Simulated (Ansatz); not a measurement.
Total energies of C3H4FN (`NC1=C(F)C1`).

```xyz
9

N    -1.133   -0.762   -0.858
C    -0.197    0.011   -0.243
C     0.644    0.975   -0.134
F     1.205    2.052   -0.649
C     0.798   -0.046    0.911
H    -1.724   -1.289   -0.233
H    -1.654   -0.304   -1.589
H     1.617   -0.775    0.864
H     0.445    0.138    1.930
```

Total charge 0; spin multiplicity 1. All single points use the PBE0-D4/def2-TZVP geometry. It is one conformer, not always the lowest. Basis def2-TZVPP, the Gaussian-basis code of Ansatz.

RPA on PBE orbitals: Hartree–Fock energy of these orbitals -269.75924 Eh, correlation -1.45499 Eh (frozen core).

| functional | energy without D4 (Eh) | D4 term (kJ/mol) |
| --- | --- | --- |
| PBE0 | -271.02699 | -11.5 |
| HSE06 (plane-wave form) | -271.01362 | -10.5 |

**Question.** Give the same for LDA (SPW92), PBE, revPBE, BLYP, r2SCAN, B97M-V, B3LYP, r2SCANh, r2SCAN0, BHLYP, CAM-B3LYP, LC-ωPBE, ωB97X-V, ωB97M-V, B2PLYP, PBE-QIDH. (An estimate is asked.)

**Answer.** The calculation gave: 
| functional | energy without D4 (Eh) | D4 term (kJ/mol) |
| --- | --- | --- |
| LDA (SPW92) | -269.17698 | – |
| PBE | -271.01899 | -13.8 |
| revPBE | -271.24718 | -48.7 |
| BLYP | -271.25153 | -31.2 |
| r2SCAN | -271.18060 | -3.4 |
| B97M-V | -271.28053 | – |
| B3LYP | -271.32512 | -22.0 |
| r2SCANh | -271.16594 | -3.6 |
| r2SCAN0 | -271.14512 | -3.9 |
| BHLYP | -271.17471 | -15.1 |
| CAM-B3LYP | -271.20953 | -11.4 |
| LC-ωPBE | -271.15452 | – |
| ωB97X-V | -271.23568 | – |
| ωB97M-V | -271.22841 | – |
| B2PLYP | -271.12004 | – |
| PBE-QIDH | -270.98156 | – |

B3LYP takes the VWN-RPA correlation (the form of Gaussian; ORCA's B3LYP/G). HSE06 is the plane-wave form, built on full-range PBE exchange. The double hybrids freeze the cores in their second-order part.

LC-ωPBE has ω = 0.4 bohr⁻¹.
